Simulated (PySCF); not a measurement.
Gas-phase reaction: 4 HPO3 + P4 → 2 PH2 + 6 PO2

Energies from PySCF, thermal terms from the rigid-rotor harmonic-oscillator model, ideal gas at 1 bar. † marks an energy on the PBE0/def2-TZVP geometry and frequencies; other levels use their own. MP2 and CCSD(T) freeze the core. Open shells (unrestricted): PH2 (multiplicity 2), PO2 (multiplicity 2); the rest are closed-shell singlets. B3LYP is the form with VWN-RPA correlation. HPO3, PH2: computed as isolated molecules; such fragments, hydroxides, amides, oligomers or adducts are transient or little studied in the gas. MP2 isn't extrapolated to the basis-set limit; its ΔH°(298 K) is 1165.4 kJ in def2-SVP and 1321.7 kJ in def2-TZVPP. CCSD(T) isn't extrapolated to the basis-set limit; its ΔH°(298 K) is 1098.7 kJ in def2-SVP and 1233.4 kJ in def2-TZVPP. The harmonic model lacks anharmonicity and excited electronic states, which grow with temperature; levels with a mode under 35 cm⁻¹ are left out. Internal rotation in HPO3 is treated as a harmonic vibration of one conformer, which makes the entropy rough.

```
level                ΔE electronic, kJ  ΔH°(298 K), kJ  ΔS°(298 K), J/K  ΔG°(600 K), kJ
-------------------  -----------------  --------------  ---------------  --------------
B3LYP/def2-TZVP†                  1155            1084              557             751
BLYP/def2-TZVP†                   1014             943              557             609
CCSD(T)/def2-TZVPP†               1304            1233              557             900
HF/def2-TZVP†                     1128            1057              557             724
MP2/def2-SVP†                     1236            1165              557             832
PBE/def2-SVP                      1179            1111              552             781
PBE0/def2-SVP†                    1318            1247              557             913
r2SCAN/def2-TZVP†                 1240            1169              557             835
LDA/def2-TZVP†                    1469            1398              557            1065
ωB97M-V/def2-TZVP†                1344            1273              557             940
ωB97X-V/def2-TZVP†                1332            1261              557             928
```
ΔH° is lowest at BLYP/def2-TZVP† and highest at LDA/def2-TZVP†. No reference value is set beside these.
